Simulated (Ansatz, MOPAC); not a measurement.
Species: molecular nitrogen, N2, charge 0, multiplicity 1. SMILES: N#N
Structure (B3LYP-D3(BJ)/def2-TZVP (Ansatz, an electronic-structure program) minimum search):
```
N
N 1 1.0909
```

Wanted: vertical ionisation energy to the doublet, in eV. Conventions: each state is the SCF solution reached for its charge and spin; open shells spin-unrestricted; spin-orbit terms left out; 6-31G* and kin with 6d, 5d where marked; non-relativistic. First-principles rows: single points at B3LYP-D3(BJ) geometries (Ansatz). Semi-empirical rows: differences of heats of formation at the shared geometry for vertical values.

```
species            coefficient  E at B3LYP/6-31G* (Ansatz), Eh  E at B3LYP/def2-TZVPD (Ansatz), Eh  heat of formation at PM3 (MOPAC), kcal/mol
-----------------  -----------  ------------------------------  ----------------------------------  ------------------------------------------
charge 1, doublet           +1                      -108.94452                          -108.99162                                      335.69
charge 0, singlet           -1                      -109.52350                          -109.57380                                       17.65
```

Measured values: CCCBDB table in ASE; they hold spin-orbit and core effects.  Value to compare with, the measured value: 15.58 eV. 1 Eh = 27.2114 eV and 1 eV = 23.0605 kcal/mol.

Task: Work the quantity out at each level, and compare with the measured value.

Result: 
- B3LYP/6-31G*: the sum of coefficient times E is 0.57898 Eh, or 15.755 eV. Result: 15.75 eV. Its error against the measured value is 0.17 eV.
- B3LYP/def2-TZVPD: the sum of coefficient times E is 0.58218 Eh, or 15.842 eV. Result: 15.84 eV. Its error against the measured value is 0.26 eV.
- PM3: the sum of coefficient times heat of formation is 318.04 kcal/mol, or 13.79 eV. Its error against the measured value is -1.79 eV.
